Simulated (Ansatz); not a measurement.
We consider SnSe (Pnma, No. 62), described by r²SCAN0 in Ansatz (plane waves, PAW).

Run with plane-wave cutoff 520 eV, 2×6×6 k mesh (along the axes of the cell as run), Fermi–Dirac smearing 0.01 eV, scalar-relativistic PAW data made under PBE.

Cell (relaxed with PBEsol):

```cif
data_Se4Sn4
_chemical_formula_sum 'Sn4 Se4'
_space_group_name_H-M_alt 'Pnma'
_space_group_IT_number 62
_space_group_name_Hall '-P 2ac 2n'
_cell_length_a 11.42601
_cell_length_b 4.15141
_cell_length_c 4.36482
_cell_angle_alpha 90.000
_cell_angle_beta 90.000
_cell_angle_gamma 90.000
loop_
_atom_site_label
_atom_site_type_symbol
_atom_site_symmetry_multiplicity
_atom_site_Wyckoff_symbol
_atom_site_fract_x
_atom_site_fract_y
_atom_site_fract_z
_atom_site_occupancy
Sn1 Sn 4 c 0.11785 0.75000 0.09550 1
Se1 Se 4 c 0.14270 0.25000 0.52314 1
```

Question: Estimate the band gap, smallest direct gap on the k points sampled and Γ–Γ gap that the calculation returns.

Answer: 
* **band gap**: 1.62 eV (on the SCF k mesh)
* **smallest direct gap on the k points sampled**: 1.73 eV
* **Γ–Γ gap**: 2.49 eV

Measured, for comparison: band gap 0.91 eV (temperature not stated, not corrected to a static lattice, compiled measured gap; kind and temperature not stated; as tabulated in Kothakonda et al. (2022), arXiv:2208.02841).

Note: the cell comes from a level without a dispersion term, which matters for the spacing of layers, chains or molecules; cell and atoms aren't relaxed at this level (largest force component 0.28 eV/Å, pressure 1.2 GPa).

Spin–orbit coupling is not included.

The computed numbers hold no vibrational or temperature effects.

It cost roughly 12 core-minutes of CPU time.

Ansatz is an electronic-structure program.
